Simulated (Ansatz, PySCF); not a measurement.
Molecule: O$_{2}$ (charge 0, triplet). SMILES: O=O
Coordinates optimised at B3LYP-D3(BJ)/def2-TZVP (Ansatz, a first-principles code):
```
O
O 1 1.2043
```
Charge 0, spin multiplicity 3.

Wanted: enthalpy of formation at 298 K, in kcal/mol. Set-up: valence correlation only; open shells spin-unrestricted; LANL2DZ all-electron up to Ne; six Cartesian d functions in 6-31G* and its kin unless marked 5d; non-relativistic; spin-orbit terms left out. First-principles rows: single points at B3LYP-D3(BJ) geometries (Ansatz), with unscaled harmonic terms from B3LYP/6-31G* at its own minima, enthalpies of formation by atomisation with measured atoms.

Measured values: G2/97 table in ASE (Curtiss et al.); they hold spin-orbit and core effects, anharmonicity. 

Value to compare with, the measured value: 0.0 kcal/mol.

| level | program | enthalpy of formation at 298 K (kcal/mol) | error |
|---|---|---|---|
| PBE/def2-SVP | Ansatz | -27.9 | -27.9 |
| BP86/def2-SVP | PySCF | -25.8 | -25.8 |
| B3LYP/6-31G* | Ansatz | -4.3 | -4.3 |
| B3LYP/def2-SVP | Ansatz | -7.2 | -7.2 |
| MP2/LANL2DZ | Ansatz | 47.6 | 47.6 |
| MP2/6-31G* | Ansatz | 2.7 | 2.7 |
| B3PW91/6-31G* (5d) | PySCF | -4.5 | -4.5 |
| B3LYP-D3(BJ)/def2-TZVPD | Ansatz + dftd3 | -3.4 | -3.4 |
| PBE0/def2-TZVPD | Ansatz | -3.8 | -3.8 |
| wB97M-V/def2-TZVPD | Ansatz | -2.4 | -2.4 |

Among the 7 habitual levels, MP2/LANL2DZ lies farthest from the measured value (47.6 kcal/mol) and MP2/6-31G* nearest (2.7); 2 of 7 lie above it, and their mean absolute error is 17.1 kcal/mol, the median 7.2. One case shows no general order.

The levels are drawn from those run, B3LYP/6-31G* more often than the rest, none by its result; runs whose electronic state is in doubt are left out.
